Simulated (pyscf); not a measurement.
Four-centre exchange: O=Mo(=O)(OH)–OH + HBr → O=Mo(=O)(OH)–Br + H₂O

Gas phase, singlet surface, charge 0. Bonds broken: Mo1–O2, Br8–H9. Bonds formed: Mo1–Br8, O2–H9. Structures and frequencies: ωB97X-D3(BJ)/def2-SVP in PySCF.

Transition state (Å):

```xyz
9

Mo    -0.6390    -0.5856    -0.1519
O     -1.5397     1.1872    -0.0974
O      0.3458    -0.8132     1.1627
O     -1.9549    -1.5699     0.0841
O      0.1319    -1.2189    -1.7220
H     -2.3546     1.4247     0.3657
H      1.0363    -0.9579    -1.9489
Br     1.0667     1.8212    -0.8155
H     -0.4716     1.8910    -0.3669
```

One imaginary mode, 723i cm⁻¹; descent along it reached the two sides named, in the forms told below.

| bond | change | reactant side (Å) | saddle | product side |
|---|---|---|---|---|
| Mo1–O2 | breaks | 1.893 | 1.989 | 2.347 |
| Br8–H9 | breaks | 1.430 | 1.604 | 2.6 |
| Mo1–Br8 | forms | 3.6 | 3.0 | 2.497 |
| O2–H9 | forms | 2.019 | 1.307 | 0.969 |

Electronic energies relative to the separated reactants (kcal/mol):

```
level                   barrier  reaction energy  reverse barrier
----------------------  -------  ---------------  ---------------
ωB97X-D3(BJ)/def2-TZVP      1.1            -11.9             13.1
PBE/def2-TZVP               2.7             -7.4             10.2
r²SCAN/def2-TZVP            1.7             -7.5              9.2
B3LYP-D3(BJ)/def2-TZVP      3.4             -7.8             11.3
PBE0-D3(BJ)/def2-TZVP       1.9             -8.9             10.8
M06-2X/def2-TZVP            2.0             -9.0             11.0
ωB97M-D3(BJ)/def2-TZVP      5.1             -6.8             11.9
HF/def2-TZVP               19.1             -6.6             25.7
```

With ωB97M-D3(BJ)/def2-TZVP energies and thermal terms (ideal gas, 1 atm, RRHO with modes under 100 cm⁻¹ raised to 100, one conformer, R ln 2 for rigid chiral ones), in kcal/mol:

```tsv
T (K)	ΔH‡	ΔG‡	ΔH	ΔG
298	4.6	15.2	-4.5	-4.8
600	4.6	25.9	-5.0	-5.0
900	4.9	36.6	-5.5	-4.9
1200	5.3	47.0	-6.0	-4.6
```

On the reactant side the descent ends in a complex, 5.6 kcal/mol under the separated species and 6.8 kcal/mol under the saddle at ωB97X-D3(BJ)/def2-TZVP. On the product side the descent ends in an adduct with a Mo–O contact (not fully relaxed), 9.6 kcal/mol under the separated species and 22.6 kcal/mol under the saddle at ωB97X-D3(BJ)/def2-TZVP. What is counted as broken (Mo–O) persists as a longer contact in the product adduct; parting that adduct is a step of its own. One saddle was located; it need not be the lowest between these sides. Elements up to Kr have no core potential and no relativistic terms here. Elements past Kr carry the def2 core potentials, without spin-orbit coupling.
